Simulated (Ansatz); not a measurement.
Reaction: N2H4 (SMILES NN) → 2 NH2 (SMILES [NH2], doublet) (the N-N bond breaks)
Each species at its own B3LYP-D3(BJ)/def2-TZVP minimum (Ansatz, a quantum-chemistry and plane-wave program).

Total energies in hartree (Ansatz). Open shells are spin-unrestricted; no spin-orbit coupling. Correlated methods leave the cores frozen. No relativity.

```csv
species,HF/cc-pVTZ,CCSD(T)/cc-pVTZ,HF/cc-pVQZ,CCSD(T)/cc-pVQZ,CCSDT(Q)/cc-pVTZ
"1: N2H4 (hydrazine, SMILES NN)",-111.22421,-111.69834,-111.23352,-111.73574,-111.69928
"2: NH2 (SMILES [NH2], doublet)",-55.58579,-55.79359,-55.59045,-55.81078,-55.79420
```

**Question.** Work out the bond dissociation energy (electronic) in kcal/mol: take Hartree-Fock from cc-pVQZ, extrapolate the CCSD(T) correlation energy as X^-3 (X = 3, 4), and add CCSDT(Q) - CCSD(T) in cc-pVTZ. 1 hartree = 627.51 kcal/mol.

**Answer.** 
Species 1: correlation (64·(-0.50222) - 27·(-0.47413))/37 = -0.52272; step -0.00094; E1 = -111.23352 + (-0.52272) + (-0.00094) = -111.75718
Species 2: correlation (64·(-0.22033) - 27·(-0.20780))/37 = -0.22947; step -0.00061; E2 = -55.59045 + (-0.22947) + (-0.00061) = -55.82053
-1·E1 +2·E2 = 0.11612 hartree = 72.9 kcal/mol.
